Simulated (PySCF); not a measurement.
Species: C5H7F.
Geometry (PBE0-D3(BJ)/def2-SVP, Å), atoms numbered from 1 in this order:
```
atom  x, y, z in Å
C1     2.236   -0.082   -0.219
C2     1.192    0.390    0.458
C3    -0.094   -0.363    0.648
F4    -0.022   -1.594    0.045
C5    -1.270    0.410    0.124
C6    -2.088   -0.029   -0.828
H7     3.147    0.510   -0.331
H8     2.204   -1.072   -0.680
H9     1.223    1.383    0.920
H10   -0.242   -0.537    1.733
H11   -1.420    1.394    0.583
H12   -2.927    0.577   -1.177
H13   -1.938   -1.011   -1.285
```

The closed-shell ground state was solved at several levels (PySCF, density fitting, gas phase, non-relativistic).

```csv
level,basis functions,HOMO (eV),LUMO (eV),gap (eV),dipole (D)
mPW1PW91/pcSseg-1,137,-7.66,-0.19,7.47,1.58
PBE0/aug-cc-pVDZ,201,-7.63,-0.37,7.26,1.59
PBE0/IGLO-III,280,-7.64,-0.33,7.31,1.58
PBE0/6-31G*,98,-7.32,0.27,7.59,1.45
B97-2/pcSseg-1,137,-7.38,-0.22,7.16,1.57
PBE0/pcSseg-2,314,-7.65,-0.32,7.33,1.61
LDA/pcSseg-1,137,-6.69,-1.42,5.27,1.55
```

Question: What might PBE0/6-311+G(2d,p) (204 basis functions) give for the same quantities?

Answer: HOMO -7.64 eV, LUMO -0.35 eV, gap 7.29 eV, dipole 1.62 D.

Question: Over all these levels, which gives the widest orbital gap and which the narrowest?

Answer: PBE0/6-31G* (global hybrid, 25 % exact exchange) has the widest, 7.59 eV, and LDA/pcSseg-1 (LDA) the narrowest, 5.27 eV. Functional and basis both differ between the two, so the spread mixes both effects.

Question: How much does the basis alone move the frontier levels among the 5 PBE0 rows (the withheld one included)?

Answer: The HOMO by 0.33 eV and the LUMO by 0.64 eV. By rising basis size (HOMO, LUMO in eV): 6-31G* -7.32, 0.27; aug-cc-pVDZ -7.63, -0.37; 6-311+G(2d,p) -7.64, -0.35; IGLO-III -7.64, -0.33; pcSseg-2 -7.65, -0.32.

Question: In the pcSseg-1 basis, how does the gap go with the fixed share of exact exchange?

Answer: LDA (0 %) 5.27 eV; B97-2 (21 %) 7.16 eV; mPW1PW91 (25 %) 7.47 eV. Each rise in the share widens the gap here.

Question: How far do the dipole and the HOMO energy spread over the levels?

Answer: The dipole runs from 1.45 to 1.62 D (mean 1.57 D) and the HOMO from -7.66 to -6.69 eV.

One conformer stands for the species.
